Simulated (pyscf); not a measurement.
A first-order saddle from PySCF, ωB97X-D3(BJ)/def2-SVP:

```xyz
6

Ge     0.1809    -0.5928     0.0477
F      0.1893     0.6176    -1.2094
H      0.8723     0.0714     1.3197
H     -1.2894    -0.9433     0.3131
H      0.9878    -1.7857    -0.4828
H      1.4586     0.6664     2.3577
```
Charge 0, spin multiplicity 2.

Surface: doublet, charge 0. Lowest wavenumbers (cm⁻¹): 812i, 154, 244, 659, 703.

Problem. What reaction is this the transition state of?

Solution. F–GeH₃ + H• ⇌ F–GeH₂• + H₂, a hydrogen abstraction read from left to right: Ge–H broken and H–H formed. At ωB97M-D3(BJ)/def2-TZVP it lies +0.15 eV from the left side and +1.00 eV from the right (each side as separated species at their lowest minima found). One saddle was located; it need not be the lowest between these sides. The angle at the transferred H is 178°. Elements up to Kr have no core potential and no relativistic terms here.
